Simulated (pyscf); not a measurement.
**Routes from methane (CH₄) + ZnH•**

Candidate steps break at most two bonds and form at most two. Each was searched with GFN2-xTB (tblite) first. Structures and frequencies: ωB97X-D3(BJ)/def2-SVP in PySCF. MP2 and CC: frozen core, UHF for open shells. ΔMP2 is the change of the MP2 total energy from the triple- to the quadruple-zeta basis. Energies: CCSD(T)/def2-TZVPP + ΔMP2(QZVPP), kcal/mol, from the separated reactants, doublet surface; ΔG‡ with ideal gas, 1 atm, RRHO with modes under 100 cm⁻¹ raised to 100, one conformer, R ln 2 for chiral ones without a mode under 150 cm⁻¹.

| products | type | ΔE‡ | ΔE | ΔG‡ 298 K | ΔG‡ 900 K | ν‡ (cm⁻¹) |
|---|---|---|---|---|---|---|
| ZnH₂ + CH₃• | hydrogen abstraction | 33.2 | +27.8 | 36.3 | 49.9 | 461i |
| H₃C–ZnH + H• | substitution at C | 50.7 | +32.6 | 54.8 | 69.8 | 1485i |

Plain bond fissions and candidates not yet searched are not listed, and one of them may be faster. Each barrier is that of the saddle found; lower ones may exist. The CCSD(T) − MP2 part came from Ansatz, without density fitting, on the same reference. The frozen core leaves the outer d or s,p core shells of the metals and heavy elements correlated in the MP2 and CC values, and def2-TZVPP describes them poorly, which can shift differences by a few kcal/mol. Elements up to Kr have no core potential and no relativistic terms here.
